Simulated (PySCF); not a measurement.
PySCF input (B3LYP/def2-TZVP):

```python
import numpy as np, basis_set_exchange as bse
from pyscf import gto, scf, dft, df

basis = {'H': gto.basis.parse(bse.get_basis('def2-TZVP', elements=['H'], fmt='nwchem')), 'N': gto.basis.parse(bse.get_basis('def2-TZVP', elements=['N'], fmt='nwchem'))}
mol = gto.M(
    atom='''
    N    -0.00356243    0.11201664    0.09548205
    H     0.80776927   -0.37468272   -0.32489897
    H    -0.78283228   -0.40943375   -0.34347535
    ''',
    basis=basis,
    charge=-1,
    verbose=4,
    max_memory=1839,
)
mf = dft.RKS(mol, xc='b3lyp')
mf.grids.level = 3
mf = mf.density_fit(auxbasis=df.autoaux(mol))
mf.max_cycle = 100
mf.conv_tol = 1e-5
print('smallest overlap eigenvalue', np.linalg.eigvalsh(mol.intor('int1e_ovlp'))[0])
mf.kernel()
dip = mf.dip_moment()
```

Output:

```
PySCF version 2.14.0

[INPUT] verbose = 4
[INPUT] num. atoms = 3
[INPUT] num. electrons = 10
[INPUT] charge = -1
[INPUT] spin (= nelec alpha-beta = 2S) = 0
[INPUT] symmetry False subgroup None
[INPUT] Mole.unit = angstrom
[INPUT] Symbol           X                Y                Z      unit          X                Y                Z       unit  Magmom
[INPUT]  1 N     -0.003562430000   0.112016640000   0.095482050000 AA   -0.006732017038   0.211680770994   0.180434924312 Bohr   0.0
[INPUT]  2 H      0.807769270000  -0.374682720000  -0.324898970000 AA    1.526462692140  -0.708047724407  -0.613970071453 Bohr   0.0
[INPUT]  3 H     -0.782832280000  -0.409433750000  -0.343475350000 AA   -1.479338610669  -0.773717653654  -0.649074342039 Bohr   0.0

nuclear repulsion = 7.48843463845763
number of shells = 19
number of NR pGTOs = 62
number of NR cGTOs = 43
basis = {'H': [[0, [34.061341, 0.0060251978], [5.1235746, 0.045021094], [1.1646626, 0.20189726]], [0, [0.32723041, 1.0]], [0, [0.10307241, 1.0]], [1, [0.8, 1.0]]], 'N': [[0, [19730.800647, 0.00021887984991], [2957.8958745, 0.0016960708803], [673.22133595, 0.0087954603538], [190.68249494, 0.035359382605], [62.295441898, 0.11095789217], [22.654161182, 0.24982972552]], [0, [8.9791477428, 0.40623896148], [3.686300237, 0.24338217176]], [0, [0.84660076805, 1.0]], [0, [0.33647133771, 1.0]], [0, [0.13647653675, 1.0]], [1, [49.20038051, 0.0055552416751], [11.346790537, 0.038052379723], [3.4273972411, 0.14953671029], [1.1785525134, 0.3494930523]], [1, [0.41642204972, 0.45843153697]], [1, [0.14260826011, 0.24428771672]], [2, [1.654, 1.0]], [2, [0.469, 1.0]], [3, [1.093, 1.0]]]}
ecp = {}
ETB for N: l = 0, exps = 0.2729530735 * 1.8^n , n = 0..15
ETB for N: l = 1, exps = 0.27908479686 * 1.8^n , n = 0..12
ETB for N: l = 2, exps = 0.28521652022 * 1.8^n , n = 0..11
ETB for N: l = 3, exps = 0.6116082601099999 * 2.2^n , n = 0..6
ETB for N: l = 4, exps = 0.938 * 2.2^n , n = 0..2
ETB for H: l = 0, exps = 0.20614482 * 1.8^n , n = 0..10
ETB for H: l = 1, exps = 0.90307241 * 2^n , n = 0..2
ETB for H: l = 2, exps = 1.6 * 2.2^n , n = 0..0
smallest overlap eigenvalue 0.00626758046600222

******** <class 'pyscf.df.df_jk.DFRKS'> ********
method = DFRKS
initial guess = minao
damping factor = 0
level_shift factor = 0
DIIS = <class 'pyscf.scf.diis.CDIIS'>
diis_start_cycle = 1
diis_space = 8
diis_damp = 0
SCF conv_tol = 1e-05
SCF conv_tol_grad = None
SCF max_cycles = 100
direct_scf = False
XC library pyscf.dft.libxc version 7.1.2
    S. Lehtola, C. Steigemann, M. J. T. Oliveira, and M. A. L. Marques,  SoftwareX 7, 1–5 (2018)
XC functionals = b3lyp
    P. J. Stephens, F. J. Devlin, C. F. Chabalowski, and M. J. Frisch,  J. Phys. Chem. 98, 11623 (1994)
radial grids:
    Treutler-Ahlrichs [JCP 102, 346 (1995); DOI:10.1063/1.469408] (M4) radial grids

becke partition: Becke, JCP 88, 2547 (1988); DOI:10.1063/1.454033
pruning grids: <function nwchem_prune>
grids dens level: 3
symmetrized grids: False
atomic radii adjust function: <function treutler_atomic_radii_adjust>
small_rho_cutoff = 0
Set gradient conv threshold to 0.00316228
Initial guess from minao.
tot grids = 33520
******** <class 'pyscf.df.df.DF'> ********
auxbasis = {'N': [[0, [np.float64(1841.5162920674575), 1]], [0, [np.float64(1023.0646067041431), 1]], [0, [np.float64(568.3692259467462), 1]], [0, [np.float64(315.76068108152566), 1]], [0, [np.float64(175.42260060084755), 1]], [0, [np.float64(97.4570003338042), 1]], [0, [np.float64(54.14277796322455), 1]], [0, [np.float64(30.079321090680306), 1]], [0, [np.float64(16.710733939266838), 1]], [0, [np.float64(9.283741077370465), 1]], [0, [np.float64(5.15763393187248), 1]], [0, [np.float64(2.8653521843735996), 1]], [0, [np.float64(1.591862324652), 1]], [0, [np.float64(0.88436795814), 1]], [0, [np.float64(0.49131553229999997), 1]], [0, [np.float64(0.2729530735), 1]], [1, [np.float64(322.8540510865976), 1]], [1, [np.float64(179.3633617147764), 1]], [1, [np.float64(99.64631206376468), 1]], [1, [np.float64(55.35906225764705), 1]], [1, [np.float64(30.75503458758169), 1]], [1, [np.float64(17.086130326434272), 1]], [1, [np.float64(9.492294625796816), 1]], [1, [np.float64(5.273497014331565), 1]], [1, [np.float64(2.929720563517536), 1]], [1, [np.float64(1.6276225352875202), 1]], [1, [np.float64(0.9042347418264), 1]], [1, [np.float64(0.502352634348), 1]], [1, [np.float64(0.27908479686), 1]], [2, [np.float64(183.3041228287053), 1]], [2, [np.float64(101.83562379372516), 1]], [2, [np.float64(56.57534655206953), 1]], [2, [np.float64(31.430748084483074), 1]], [2, [np.float64(17.461526713601707), 1]], [2, [np.float64(9.70084817422317), 1]], [2, [np.float64(5.38936009679065), 1]], [2, [np.float64(2.994088942661472), 1]], [2, [np.float64(1.6633827459230401), 1]], [2, [np.float64(0.9241015255128), 1]], [2, [np.float64(0.513389736396), 1]], [2, [np.float64(0.28521652022), 1]], [3, [np.float64(69.34408581687885), 1]], [3, [np.float64(31.520039007672203), 1]], [3, [np.float64(14.327290458032818), 1]], [3, [np.float64(6.512404753651281), 1]], [3, [np.float64(2.9601839789324), 1]], [3, [np.float64(1.345538172242), 1]], [3, [np.float64(0.6116082601099999), 1]], [4, [np.float64(4.53992), 1]], [4, [np.float64(2.0636), 1]], [4, [np.float64(0.938), 1]]], 'H': [[0, [np.float64(73.60333237483039), 1]], [0, [np.float64(40.8907402082391), 1]], [0, [np.float64(22.71707789346617), 1]], [0, [np.float64(12.620598829703427), 1]], [0, [np.float64(7.011443794279681), 1]], [0, [np.float64(3.8952465523776008), 1]], [0, [np.float64(2.164025862432), 1]], [0, [np.float64(1.2022365902400003), 1]], [0, [np.float64(0.6679092168), 1]], [0, [np.float64(0.37106067600000003), 1]], [0, [np.float64(0.20614482), 1]], [1, [np.float64(3.61228964), 1]], [1, [np.float64(1.80614482), 1]], [1, [np.float64(0.90307241), 1]], [2, [np.float64(1.6), 1]]]}
init E= -55.7461227400937
  HOMO = -0.263736256630537  LUMO = 0.0179882246693772  gap/eV = 7.66611
cycle= 1 E= -55.7671670197432  delta_E= -0.021  |g|= 0.744  |ddm|= 1.04
  HOMO = 0.287495410476559  LUMO = 0.313208166027396  gap/eV = 0.69968
cycle= 2 E= -55.3649105101511  delta_E= 0.402  |g|= 1.42  |ddm|= 5.29
  HOMO = 0.100021446953342  LUMO = 0.26544614421756  gap/eV = 4.50144
cycle= 3 E= -55.9098003143189  delta_E= -0.545  |g|= 0.0307  |ddm|= 4.56
  HOMO = 0.108338596527677  LUMO = 0.267691679506051  gap/eV = 4.33622
cycle= 4 E= -55.9101273134097  delta_E= -0.000327  |g|= 0.00558  |ddm|= 0.0681
  HOMO = 0.106842098470139  LUMO = 0.267050378615441  gap/eV = 4.35949
cycle= 5 E= -55.9101342397858  delta_E= -6.93e-06  |g|= 0.00116  |ddm|= 0.00786
  HOMO = 0.106663852911876  LUMO = 0.26712646917407  gap/eV = 4.36641
Extra cycle  E= -55.9101342872973  delta_E= -4.75e-08  |g|= 0.00115  |ddm|= 0.0032
converged SCF energy = -55.9101342872973

WARN: System has nonzero charge -1; the dipole moment is origin-dependent.
Location of origin: [0. 0. 0.]

Dipole moment(X, Y, Z, Debye):  0.04177, -1.31345, -1.11957
```
